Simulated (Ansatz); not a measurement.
Geometry optimisation, RKS B3LYP/def2-SVP in Ansatz 0.2.0.

Input file:

```yaml
crystal:
  periodic: [false, false, false]
  atoms:
    - { symbol: B, position_ang: [-0.2363, -1.3055, -0.0273] }
    - { symbol: H, position_ang: [1.0995, -1.4053, -0.729] }
    - { symbol: H, position_ang: [-1.0814, -1.064, -0.7919] }
    - { symbol: H, position_ang: [-0.3323, -2.109, 0.8094] }
    - { symbol: H, position_ang: [1.0169, -0.6176, -0.1425] }
    - { symbol: O, position_ang: [0.4093, 0.1576, 0.6785] }
    - { symbol: C, position_ang: [-0.1176, 1.3402, 0.1497] }
    - { symbol: H, position_ang: [0.386, 2.1749, 0.6447] }
    - { symbol: H, position_ang: [0.0491, 1.4188, -0.9321] }
    - { symbol: H, position_ang: [-1.193, 1.41, 0.3405] }
basis:
  gaussian: { orbitals: def2-SVP }
hamiltonian:
  xc: b3lyp
relax:
  f_tol: 0.15
  max_steps: 25
  restrain:
    - { distance: [0, 5], at: 2.8, k: 30.0 }
    - { distance: [4, 1], at: 1.92, k: 30.0 }
    - { distance: [0, 1], at: 1.15, k: 30.0 }
    - { distance: [4, 5], at: 0.97, k: 30.0 }
output:
  orbitals: {}
```

Launched with:

```bash
$ ansatz run input.yaml --threads 2 --pin off --max-ram 3072MiB --backend cpu --events-out ev --progress --plain --runs-dir out
```

Problem. Where does it end, and by what steps?

Solution. The forces met the threshold. The restraints hold the end off the free minimum. After 7 steps the energy has fallen by 0.634 eV (the restraints' own energy left out); B1 moved furthest, 0.67 Å. Parted: B1–H5, B1–O6. Joined: B1–H2, H5–O6.

| step | energy less start (eV) | largest force component (eV/Å) | accepted |
| --- | --- | --- | --- |
| 0 | 0.0000 | 2.109 | yes |
| 1 | 0.0457 | 4.220 | yes |
| 2 | -0.2918 | 3.674 | yes |
| 3 | -0.2245 | 1.529 | yes |
| 4 | -0.4324 | 1.342 | yes |
| 5 | -0.6079 | 0.651 | yes |
| 6 | -0.6289 | 0.692 | yes |
| 7 | -0.6335 | 0.699 | yes |

```xyz
10
Properties=species:S:1:pos:R:3
B -0.283 -1.928 -0.278
H 0.786 -1.713 -0.720
H -1.252 -1.448 -0.808
H -0.399 -2.666 0.664
H 1.129 -0.011 0.114
O 0.634 0.480 0.785
C -0.016 1.587 0.180
H 0.312 2.524 0.663
H 0.199 1.667 -0.900
H -1.109 1.507 0.301
```

Run time: 10 s on 2 threads of Intel(R) Xeon(R) Platinum 8375C CPU @ 2.90GHz (Ice Lake), with other jobs on the host, peak memory 0.16 GiB.
